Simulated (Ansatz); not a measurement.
# BClH2O: molecular dynamics

The plan is to follow the molecule's vibrations and see whether its bonds hold. The start is relaxed first. Runs: 300 steps of 1 fs under a Langevin thermostat at 300 K. SMILES of the start: OBCl.

Method: RKS BLYP-D4/6-31G, in Ansatz 0.2.0.

## Step 1: Starting point

Bond lengths: B1–Cl2 1.860 Å, B1–H3 1.190 Å, B1–O4 1.410 Å, O4–H5 1.010 Å. Angles: Cl2–B1–H3 120.0°, Cl2–B1–O4 120.0°, H3–B1–O4 120.0°, B1–O4–H5 109.5°.

Structure file:

```xyz
5

B     0.0000    0.0000    0.0000
Cl    0.0000    0.0000    1.8600
H     1.0305    0.0000   -0.5950
O    -1.2211    0.0000   -0.7050
H    -1.7308   -0.8467   -0.4965
```

## Step 2: Relaxing the start

input.yaml

```yaml
crystal:
  periodic: [false, false, false]
  atoms:
    - { symbol: B, position_ang: [0.0, 0.0, 0.0] }
    - { symbol: Cl, position_ang: [0.0, 0.0, 1.86] }
    - { symbol: H, position_ang: [1.0305, 0.0, -0.595] }
    - { symbol: O, position_ang: [-1.2211, 0.0, -0.705] }
    - { symbol: H, position_ang: [-1.7308, -0.8467, -0.4965] }
basis:
  gaussian: { orbitals: "6-31G" }
hamiltonian:
  xc: blyp
  dispersion: d4
relax:
  f_tol: 0.02
  max_steps: 40
output:
  orbitals: {}
```

Launch:

```sh
ansatz run input.yaml --threads 1 --pin off --max-ram 2048MiB --backend cpu --events-out ev --progress --plain --runs-dir out
```

The runs that follow: The run.

Before running it: what results should come out? Wanted: relaxation of the start; temperature, first and last step; temperature, second half; potential energy, second half; bonds formed or broken.

The runs gave:

```
                        quantity                         value
         relaxation of the start       6 moves, 0.532 eV lower
                          length             300 steps of 1 fs
temperature, first and last step                 240 and 179 K
        temperature, second half  mean 169 K, from 68 to 298 K
   potential energy, second half   +11 meV/atom from the start
          bonds formed or broken                             0
```

Against a set 300 K the second half averages 169 K with a spread of 48 K; 11 meV/atom has gone into potential energy, and a thermostat that acts over some 100 fs has not made it up in 300 fs. No bond forms or breaks. 300 fs on 5 atoms is far too short and small for converged averages. The nuclei move classically, without zero-point motion, which matters most for hydrogen. In so small a basis the energies are only a sketch.
